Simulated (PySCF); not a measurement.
# Helium: a sound run and one with changed settings

Sound run: He 1s2, He⁺ 1s1. All numbers are calculated (PySCF 2.14, scalar relativity by spin-free X2C-1e, in x2c-SVPall (2s1p, 5 functions)). The sound run starts from symmetry-adapted Hartree-Fock orbitals and uses a fine grid where one is needed.

Changed run: radial step 0.8 in ln r (0.13 in the sound run). This setting is unsound on purpose.

```json
{"species": "He", "method": "UHF", "sound run (hartree)": "-2.85525", "changed run (hartree)": "-2.85525", "converged": "yes"}
{"species": "He", "method": "TPSS", "sound run (hartree)": "-2.90261", "changed run (hartree)": "-2.90956", "converged": "yes"}
{"species": "He", "method": "r2SCAN", "sound run (hartree)": "-2.89759", "changed run (hartree)": "-2.90675", "converged": "yes"}
{"species": "He⁺", "method": "UHF", "sound run (hartree)": "-1.99374", "changed run (hartree)": "-1.99374", "converged": "yes"}
{"species": "He⁺", "method": "TPSS", "sound run (hartree)": "-1.99489", "changed run (hartree)": "-1.99782", "converged": "yes"}
{"species": "He⁺", "method": "r2SCAN", "sound run (hartree)": "-1.99464", "changed run (hartree)": "-2.00248", "converged": "yes"}
```

Ionisation energy of He:

```csv
method,sound run (eV),changed run (eV)
UHF,23.443,23.443
TPSS,24.700,24.810
r2SCAN,24.571,24.606
```

A coarse radial grid mis-integrates the density and the exchange-correlation energy, with errors of either sign; Hartree-Fock needs no grid.

For comparison, NIST gives 24.587 eV between the lowest levels.
